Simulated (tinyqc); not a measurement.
Worked calculation (part 2 of 2): MP2 on RHF in the sto-6g basis, frozen core, for NH3, spin multiplicity 1. Computed by tinyqc, a small Python program that keeps every step (integrals from PySCF). Command: `OMP_NUM_THREADS=1 python tinyqc.py 23696 23697 out.jsonl` (the two numbers bound the seeds that draw the settings). One thread of a shared host (Intel(R) Xeon(R) Processor @ 2.60GHz), about 0.2 s of CPU time with the checks.

Geometry (angstrom):
```
atom          x          y         z
N      0.000000   0.000000  0.523000
H      1.025000   0.000000  0.000000
H     -0.513000   0.888000  0.000000
H     -0.513000  -0.888000  0.000000
```

## Iteration 8 (converged): orbitals

converged F (hartree), order 1N 1s, 1N 2s, 1N 2px, 1N 2py, 1N 2pz, 2H 1s, 3H 1s, 4H 1s:
```
[[-15.530854, -3.741613, -0.000002, 0.000000, 0.025154, -0.721245, -0.720467, -0.720467],
 [-3.741613, -1.806775, -0.000069, 0.000000, 0.089886, -0.704870, -0.704361, -0.704361],
 [-0.000002, -0.000069, -0.232272, 0.000000, 0.000063, -0.391786, 0.195931, 0.195931],
 [0.000000, 0.000000, 0.000000, -0.232099, 0.000000, 0.000000, -0.339182, 0.339182],
 [0.025154, 0.089886, 0.000063, 0.000000, -0.301602, 0.234024, 0.233846, 0.233846],
 [-0.721245, -0.704870, -0.391786, 0.000000, 0.234024, -0.411735, -0.236268, -0.236268],
 [-0.720467, -0.704361, 0.195931, -0.339182, 0.233846, -0.236268, -0.411338, -0.236184],
 [-0.720467, -0.704361, 0.195931, 0.339182, 0.233846, -0.236268, -0.236184, -0.411338]]
```

X, order 1N 1s, 1N 2s, 1N 2px, 1N 2py, 1N 2pz, 2H 1s, 3H 1s, 4H 1s:
```
[[-0.315353, 0.000399, 0.000000, 0.745520, 0.627898, 0.000000, 0.000017, 0.134298],
 [1.225665, -0.001026, 0.000000, -0.238905, 0.274743, 0.000000, -0.000009, 0.411371],
 [0.000929, 0.912251, 0.000000, -0.000139, -0.000006, 0.000000, 0.666546, 0.000038],
 [0.000000, 0.000000, 0.911980, 0.000000, 0.000000, 0.666624, 0.000000, 0.000000],
 [-0.475694, 0.000290, 0.000000, -0.669812, 0.653669, 0.000000, -0.000044, -0.162541],
 [-0.584078, -0.908910, 0.000000, -0.119672, -0.098492, 0.000000, 0.445626, 0.308432],
 [-0.582280, 0.455280, -0.787449, -0.119699, -0.098481, 0.386023, -0.222966, 0.308291],
 [-0.582280, 0.455280, 0.787449, -0.119699, -0.098481, -0.386023, -0.222966, 0.308291]]
```

Diagonalise F' = X^T F X, C = X C', fill 5 alpha and 5 beta electrons from the bottom; D = 2 C_occ C_occ^T. Each column has its largest component positive (the first on a tie).

F' = X^T F X (hartree):
```
[[0.181400, 0.000711, 0.000000, 1.318901, 0.983922, 0.000000, 0.000138, 0.084823],
 [0.000711, 0.564409, 0.000000, -0.002212, -0.001861, 0.000000, 0.082659, -0.000396],
 [0.000000, 0.000000, 0.564061, 0.000000, 0.000000, 0.082660, 0.000000, 0.000000],
 [1.318901, -0.002212, 0.000000, -7.194486, -6.952367, 0.000000, -0.000239, -2.700199],
 [0.983922, -0.001861, 0.000000, -6.952367, -7.360667, 0.000000, -0.000210, -2.816763],
 [0.000000, 0.000000, 0.082660, 0.000000, 0.000000, -0.504473, 0.000000, 0.000000],
 [0.000138, 0.082659, 0.000000, -0.000239, -0.000210, 0.000000, -0.504658, -0.000149],
 [0.084823, -0.000396, 0.000000, -2.700199, -2.816763, 0.000000, -0.000149, -2.058081]]
```

orbital energies (hartree): [-15.533586, -1.039063, -0.511011, -0.510829, -0.364162, 0.504974, 0.570418, 0.570764]

coefficients C, order 1N 1s, 1N 2s, 1N 2px, 1N 2py, 1N 2pz, 2H 1s, 3H 1s, 4H 1s:
```
[[0.996428, -0.210668, 0.000038, 0.000000, -0.094907, -0.145886, 0.000000, -0.000393],
 [0.017063, 0.781283, -0.000229, 0.000000, 0.506931, 0.967658, 0.000000, 0.002766],
 [0.000001, 0.000074, 0.594674, 0.000000, 0.000164, -0.002499, 0.000000, 0.960648],
 [0.000000, 0.000000, 0.000000, 0.594735, 0.000000, 0.000000, 0.960409, 0.000000],
 [-0.003376, -0.119789, -0.000203, 0.000000, 0.826371, -0.656798, 0.000000, -0.001844],
 [-0.003302, 0.154584, 0.514054, 0.000000, -0.186366, -0.630649, 0.000000, -0.874295],
 [-0.003299, 0.154430, -0.257119, 0.445264, -0.186469, -0.633607, -0.755533, 0.434643],
 [-0.003299, 0.154430, -0.257119, -0.445264, -0.186469, -0.633607, 0.755533, 0.434643]]
```

D after iteration 8, order 1N 1s, 1N 2s, 1N 2px, 1N 2py, 1N 2pz, 2H 1s, 3H 1s, 4H 1s:
```
[[2.092513, -0.391401, -0.000015, 0.000000, -0.113112, -0.036299, -0.036266, -0.036266],
 [-0.391401, 1.735346, 0.000010, 0.000000, 0.650533, 0.052251, 0.052258, 0.052258],
 [-0.000015, 0.000010, 0.707275, 0.000000, 0.000012, 0.611351, -0.305842, -0.305842],
 [0.000000, 0.000000, 0.000000, 0.707420, 0.000000, 0.000000, 0.529629, -0.529629],
 [-0.113112, 0.650533, 0.000012, 0.000000, 1.394499, -0.345236, -0.345057, -0.345057],
 [-0.036299, 0.052251, 0.611351, 0.000000, -0.345236, 0.645781, -0.147076, -0.147076],
 [-0.036266, 0.052258, -0.305842, 0.529629, -0.345057, -0.147076, 0.646002, -0.147040],
 [-0.036266, 0.052258, -0.305842, -0.529629, -0.345057, -0.147076, -0.147040, 0.646002]]
```

## Convergence

Stop when the energy changes by less than 1e-10 hartree and every element of the error matrix X^T (F D S - S D F) X is below 3e-06.

Course of the cycle:
```
iteration   E (hartree)     change  largest element of the error matrix
1          -55.76374193          -                             1.15e+00
2          -55.94117335  -1.77e-01                             1.30e-01
3          -55.95448805  -1.33e-02                             3.53e-02
4          -55.95574158  -1.25e-03                             7.84e-03
5          -55.95590355  -1.62e-04                             1.85e-03
6          -55.95590963  -6.08e-06                             1.65e-04
7          -55.95590966  -3.22e-08                             5.75e-07
8          -55.95590966  -4.97e-13                             4.73e-08
```

PySCF RHF in the same basis = -55.95590966 hartree

Converged in 8 iterations.

## Populations, bond orders and dipole

overlap S, order 1N 1s, 1N 2s, 1N 2px, 1N 2py, 1N 2pz, 2H 1s, 3H 1s, 4H 1s:
```
[[1.000000, 0.229416, 0.000000, 0.000000, 0.000000, 0.043832, 0.043785, 0.043785],
 [0.229416, 1.000000, 0.000000, 0.000000, 0.000000, 0.413553, 0.413286, 0.413286],
 [0.000000, 0.000000, 1.000000, 0.000000, 0.000000, 0.346101, -0.173067, -0.173067],
 [0.000000, 0.000000, 0.000000, 1.000000, 0.000000, 0.000000, 0.299578, -0.299578],
 [0.000000, 0.000000, 0.000000, 0.000000, 1.000000, -0.176596, -0.176441, -0.176441],
 [0.043832, 0.413553, 0.346101, 0.000000, -0.176596, 1.000000, 0.170401, 0.170401],
 [0.043785, 0.413286, -0.173067, 0.299578, -0.176441, 0.170401, 1.000000, 0.170387],
 [0.043785, 0.413286, -0.173067, -0.299578, -0.176441, 0.170401, 0.170387, 1.000000]]
```

Mulliken: Z minus the diagonal of D S on the atom; Loewdin: the same with S^(1/2) D S^(1/2); Mayer order: 2 sum_s sum (D(s) S)_ij (D(s) S)_ji over the two atoms.

Charges (e):
```
atom   Mulliken    Loewdin
1N    -0.335018  -0.226502
2H     0.111769   0.075557
3H     0.111625   0.075472
4H     0.111625   0.075472
```

Mayer bond orders:
```
pair     order
2-1   0.972382
3-1   0.972430
3-2   0.007563
4-1   0.972430
4-2   0.007563
4-3   0.007547
```

dipole moment about the origin, x y z (debye): [-0.000088, 0.000000, -1.891637]

## Integrals over molecular orbitals

core Hamiltonian H = T + V (hartree), order 1N 1s, 1N 2s, 1N 2px, 1N 2py, 1N 2pz, 2H 1s, 3H 1s, 4H 1s:
```
[[-25.816290, -5.642216, -0.000003, 0.000000, 0.017665, -1.085856, -1.084675, -1.084675],
 [-5.642216, -7.557086, -0.000017, 0.000000, 0.201493, -2.649098, -2.647110, -2.647110],
 [-0.000003, -0.000017, -6.307300, 0.000000, 0.000032, -1.886404, 0.943208, 0.943208],
 [0.000000, 0.000000, 0.000000, -6.307170, 0.000000, 0.000000, -1.632668, 1.632668],
 [0.017665, 0.201493, 0.000032, 0.000000, -6.250661, 1.016141, 1.015164, 1.015164],
 [-1.085856, -2.649098, -1.886404, 0.000000, 1.016141, -4.231169, -0.931260, -0.931260],
 [-1.084675, -2.647110, 0.943208, -1.632668, 1.015164, -0.931260, -4.229964, -0.931030],
 [-1.084675, -2.647110, 0.943208, 1.632668, 1.015164, -0.931260, -0.931030, -4.229964]]
```

Given earlier and not repeated: Two-electron integrals (ij|kl) in chemists' order.

(pq|rs) = sum C_ip C_jq C_kr C_ls (ij|kl), one index at a time.

one-electron integrals over orbitals h = C^T H C (hartree):
```
[[-25.804273, 0.445923, -0.000082, 0.000000, 0.194259, 0.309947, 0.000000, 0.000840],
 [0.445923, -6.282312, -0.000033, 0.000000, -0.316342, -1.242984, 0.000000, -0.003387],
 [-0.000082, -0.000033, -5.268829, 0.000000, 0.000347, 0.003637, 0.000000, -1.311991],
 [0.000000, 0.000000, 0.000000, -5.268424, 0.000000, 0.000000, -1.312106, 0.000000],
 [0.194259, -0.316342, 0.000347, 0.000000, -5.921874, 0.677626, 0.000000, 0.001442],
 [0.309947, -1.242984, 0.003637, 0.000000, 0.677626, -4.640953, 0.000000, 0.000529],
 [0.000000, 0.000000, 0.000000, -1.312106, 0.000000, 0.000000, -4.845110, 0.000000],
 [0.000840, -0.003387, -1.311991, 0.000000, 0.001442, 0.000529, 0.000000, -4.845287]]
```

Two-electron integrals over orbitals (pq|rs), unique and non-zero (hartree); the lowest 1 orbital is frozen and left out:
```
(22|22) 0.605231    (32|22) 0.000055    (32|32) 0.116003    (33|22) 0.540245
(33|32) 0.044204    (33|33) 0.552349    (42|42) 0.115944    (43|42) -0.044240
(43|43) 0.042311    (44|22) 0.540174    (44|32) -0.044233   (44|33) 0.467801
(44|44) 0.552334    (52|22) -0.003773   (52|32) -0.000005   (52|33) 0.001205
(52|44) 0.001204    (52|52) 0.100769    (53|22) -0.000031   (53|32) -0.007340
(53|33) -0.014184   (53|44) 0.014153    (53|52) -0.000028   (53|53) 0.032710
(54|42) -0.007338   (54|43) 0.014178    (54|54) 0.032717    (55|22) 0.581857
(55|32) -0.000012   (55|33) 0.515146    (55|44) 0.515127    (55|52) 0.101430
(55|53) -0.000062   (55|55) 0.720049    (62|22) 0.126712    (62|32) -0.000102
(62|33) 0.074464    (62|44) 0.074420    (62|52) -0.014744   (62|53) -0.000072
(62|55) 0.102049    (62|62) 0.094680    (63|22) -0.000332   (63|32) -0.022002
(63|33) -0.031654   (63|44) 0.031259    (63|52) -0.000137   (63|53) 0.017374
(63|55) -0.000400   (63|62) -0.000284   (63|63) 0.055277    (64|42) -0.022150
(64|43) 0.031532    (64|54) 0.017450    (64|64) 0.055547    (65|22) -0.069631
(65|32) -0.000139   (65|33) -0.034298   (65|44) -0.034171   (65|52) -0.001173
(65|53) -0.000020   (65|55) -0.082404   (65|62) -0.055296   (65|63) 0.000191
(65|65) 0.042585    (66|22) 0.534086    (66|32) -0.000421   (66|33) 0.489484
(66|44) 0.489904    (66|52) -0.049662   (66|53) 0.000117    (66|55) 0.478324
(66|62) 0.097578    (66|63) 0.000053    (66|65) -0.049541   (66|66) 0.529890
(72|42) 0.033296    (72|43) 0.013000    (72|54) 0.025534    (72|64) 0.036783
(72|72) 0.055248    (73|42) 0.038121    (73|43) -0.014026   (73|54) -0.013470
(73|64) -0.028039   (73|72) -0.005897   (73|73) 0.033528    (74|22) 0.112210
(74|32) 0.038134    (74|33) 0.084943    (74|44) 0.056924    (74|52) 0.053452
(74|53) -0.013489   (74|55) 0.148258    (74|62) 0.074403    (74|63) -0.028167
(74|65) -0.046440   (74|66) 0.045336    (74|74) 0.141147    (75|42) 0.053462
(75|43) -0.022475   (75|54) 0.013592    (75|64) -0.022958   (75|72) 0.015353
(75|73) 0.020800    (75|75) 0.048103    (76|42) 0.087065    (76|43) -0.045327
(76|54) -0.024445   (76|64) -0.040462   (76|72) 0.001472    (76|73) 0.043938
(76|75) 0.039381    (76|76) 0.093401    (77|22) 0.538958    (77|32) -0.029709
(77|33) 0.470918    (77|44) 0.544746    (77|52) 0.018682    (77|53) 0.017102
(77|55) 0.537604    (77|62) 0.077773    (77|63) 0.035874    (77|65) -0.034884
(77|66) 0.493909    (77|74) 0.068981    (77|77) 0.563643    (82|22) 0.000346
(82|32) 0.033266    (82|33) -0.012824   (82|44) 0.013207    (82|52) -0.000015
(82|53) 0.025537    (82|55) 0.000293    (82|62) 0.000118    (82|63) 0.036758
(82|65) -0.000185   (82|66) 0.000235    (82|74) -0.005688   (82|77) 0.021994
(82|82) 0.055249    (83|22) 0.112159    (83|32) -0.038197   (83|33) 0.056868
(83|44) 0.085013    (83|52) 0.053455    (83|53) 0.013458    (83|55) 0.148254
(83|62) 0.074383    (83|63) 0.027705    (83|65) -0.046323   (83|66) 0.045755
(83|74) 0.075627    (83|77) 0.094978    (83|82) 0.006190    (83|83) 0.141255
(84|42) 0.038068    (84|43) -0.013942   (84|54) -0.013415   (84|64) -0.027892
(84|72) -0.005791   (84|73) 0.031854    (84|75) 0.020748    (84|76) 0.043832
(84|84) 0.033379    (85|22) -0.000131   (85|32) 0.053474    (85|33) 0.022357
(85|44) -0.022528   (85|52) 0.000018    (85|53) 0.013602    (85|55) -0.000169
(85|62) -0.000178   (85|63) -0.022855   (85|65) -0.000028   (85|66) -0.000310
(85|74) 0.020704    (85|77) -0.017516   (85|82) 0.015351    (85|83) -0.020954
(85|85) 0.048102    (86|22) 0.000038    (86|32) 0.086950    (86|33) 0.045053
(86|44) -0.045160   (86|52) -0.000173   (86|53) -0.024352   (86|55) -0.000147
(86|62) 0.000030    (86|63) -0.040082   (86|65) -0.000144   (86|66) -0.000357
(86|74) 0.043789    (86|77) -0.041456   (86|82) 0.001557    (86|83) -0.044054
(86|85) 0.039288    (86|86) 0.092998    (87|42) -0.029470   (87|43) 0.036828
(87|54) 0.017074    (87|64) 0.036064    (87|72) 0.021787    (87|73) -0.012858
(87|75) -0.017348   (87|76) -0.041358   (87|84) -0.012759   (87|87) 0.040497
(88|22) 0.539025    (88|32) 0.030162    (88|33) 0.545009    (88|44) 0.470681
(88|52) 0.018693    (88|53) -0.017263   (88|55) 0.537645    (88|62) 0.077873
(88|63) -0.036533   (88|65) -0.034993   (88|66) 0.493526    (88|74) 0.095149
(88|77) 0.482065    (88|82) -0.021558   (88|83) 0.068700    (88|85) 0.017575
(88|86) 0.041795    (88|88) 0.564122
```

## Second-order Moller-Plesset energy

Hartree-Fock energy = -55.95590966 hartree

E2 = sum_ijab (ia|jb) [2 (ia|jb) - (ib|ja)] / (e_i + e_j - e_a - e_b) over occupied i, j and virtual a, b; the opposite-spin part is (ia|jb)^2 / denominator, the rest is same-spin, and SCS-MP2 scales them by 6/5 and 1/3.

Terms (the 40 largest of 74):
```
i  j  a  b    (ia|jb)    (ib|ja)  denominator       term
3  3  8  8   0.141255   0.141255    -2.163549  -0.009222
4  4  7  7   0.141147   0.141147    -2.162495  -0.009213
4  3  7  8   0.075627   0.031854    -2.163022  -0.004175
3  4  8  7   0.075627   0.031854    -2.163022  -0.004175
4  2  7  6   0.074403   0.036783    -2.625285  -0.003175
2  4  6  7   0.074403   0.036783    -2.625285  -0.003175
3  2  8  6   0.074383   0.036758    -2.625812  -0.003173
2  3  6  8   0.074383   0.036758    -2.625812  -0.003173
2  2  6  6   0.094680   0.094680    -3.088074  -0.002903
5  4  6  7  -0.046440  -0.022958    -1.950384  -0.001665
4  5  7  6  -0.046440  -0.022958    -1.950384  -0.001665
5  3  6  8  -0.046323  -0.022855    -1.950911  -0.001657
3  5  8  6  -0.046323  -0.022855    -1.950911  -0.001657
4  4  6  6   0.055547   0.055547    -2.031607  -0.001519
3  3  6  6   0.055277   0.055277    -2.031970  -0.001504
5  2  6  6  -0.055296  -0.055296    -2.413174  -0.001267
2  5  6  6  -0.055296  -0.055296    -2.413174  -0.001267
5  5  7  7   0.048103   0.048103    -1.869161  -0.001238
5  5  8  8   0.048102   0.048102    -1.869852  -0.001237
5  5  6  6   0.042585   0.042585    -1.738273  -0.001043
2  2  7  7   0.055248   0.055248    -3.218962  -0.000948
2  2  8  8   0.055249   0.055249    -3.219653  -0.000948
3  3  7  7   0.033528   0.033528    -2.162858  -0.000520
4  4  8  8   0.033379   0.033379    -2.163186  -0.000515
3  4  6  7  -0.028167  -0.028039    -2.097233  -0.000380
4  3  7  6  -0.028167  -0.028039    -2.097233  -0.000380
3  4  7  6  -0.028039  -0.028167    -2.097233  -0.000373
4  3  6  7  -0.028039  -0.028167    -2.097233  -0.000373
4  4  6  8  -0.027892  -0.027892    -2.097397  -0.000371
4  4  8  6  -0.027892  -0.027892    -2.097397  -0.000371
3  3  6  8   0.027705   0.027705    -2.097760  -0.000366
3  3  8  6   0.027705   0.027705    -2.097760  -0.000366
3  5  8  8  -0.020954  -0.020954    -2.016701  -0.000218
5  3  8  8  -0.020954  -0.020954    -2.016701  -0.000218
5  3  7  7   0.020800   0.020800    -2.016010  -0.000215
3  5  7  7   0.020800   0.020800    -2.016010  -0.000215
5  4  7  8   0.020748   0.020704    -2.016173  -0.000214
4  5  8  7   0.020748   0.020704    -2.016173  -0.000214
4  5  7  8   0.020704   0.020748    -2.016173  -0.000212
5  4  8  7   0.020704   0.020748    -2.016173  -0.000212
```

Pair energies (hartree; pair i-j sums ij and ji):
```
pair  opposite spin  same spin
2-2       -0.004799          0
3-2       -0.005298  -0.001078
3-3       -0.011978          0
4-2       -0.005297  -0.001078
4-3       -0.007733  -0.001772
4-4       -0.011988          0
5-2       -0.002905  -4.30e-11
5-3       -0.003600  -0.000565
5-4       -0.003604  -0.000565
5-5       -0.003519          0
```

MP2 correlation energy = -0.06577852 hartree

SCS-MP2 correlation energy = -0.07455048 hartree

MP2 total energy = -56.02168818 hartree
